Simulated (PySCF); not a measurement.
Bond length, frequency and bond energy of SO⁻ by level of theory

State: ²Π (doublet), unpaired electrons π ↑. Set-up: PySCF, spin-free X2C with a Gaussian nucleus, basis sets S aug-cc-pVDZ-DK, O aug-cc-pVDZ-DK. De refers to S⁻ + O in their high-spin ground configurations, without counterpoise correction. The functionals are run spin-unrestricted. A positive dipole points towards O; it is taken about the centre of mass and depends on that origin. Levels whose curve was spin-contaminated or gave no clean fit are not listed.

| Level | Re (Å) | ωe (cm⁻¹) | De (eV) | μ (D) |
| --- | --- | --- | --- | --- |
| UHF | 1.596 | 811 | n/a | -0.24 |
| UHF-CCSD | 1.631 | 861 | n/a | n/a |
| UHF-CCSD(T) | 1.638 | 848 | n/a | n/a |
| PBE | 1.637 | 838 | 4.75 | -0.38 |
| r²SCAN | 1.623 | 867 | 4.29 | -0.34 |
| B3LYP | 1.626 | 860 | 4.14 | -0.52 |
| PBE0 | 1.610 | 904 | 4.14 | -0.45 |
| HSE06 | 1.611 | 898 | 4.11 | -0.45 |
| BHandHLYP | 1.599 | 924 | 3.42 | -0.56 |
| B2PLYP | 1.629 | 873 | 4.07 | -0.59 |

**Question.** What does a quarter of exact exchange do here, going from PBE to PBE0?

**Answer.** PBE0 less PBE: -2.7 pm in Re, +7.9 % in ωe, -0.61 eV in De. Exact exchange removes part of the self-interaction that spreads semilocal densities, and in most molecules shortens and stiffens the bond and lowers De; so it does here.

**Question.** What does the triples do here, going from UHF-CCSD to UHF-CCSD(T)?

**Answer.** UHF-CCSD(T) less UHF-CCSD: +0.7 pm in Re, -1.5 % in ωe. Correlation nearly always deepens the well. The bond lengthens, as in strong covalent bonds, where excitations into antibonding orbitals dominate.

**Question.** What does all correlation do here, going from UHF to UHF-CCSD(T)?

**Answer.** UHF-CCSD(T) less UHF: +4.2 pm in Re, +4.6 % in ωe. Correlation nearly always deepens the well. The bond lengthens, as in strong covalent bonds, where excitations into antibonding orbitals dominate.

Correlated steps freeze 6 core orbitals. For an ion De counts to the pair picked by the measured ionisation energies or electron affinities, which need not be the lowest pair at this level. The highest Kohn–Sham level is positive in this anion. Much of that is self-interaction error, but it also means that the finite basis helps to hold the extra electron. B2PLYP dipoles, levels and charges come from its SCF part alone. The CCSD T1 diagnostic is raised, a sign that a single reference may not be enough here. The state was picked by a PBE0 search and need not be the measured ground state.

The whole job (state search and all levels along the bond) took about 2.3 min on 1 thread of Arm Neoverse V1 (shared host), peak memory 0.57 GiB.
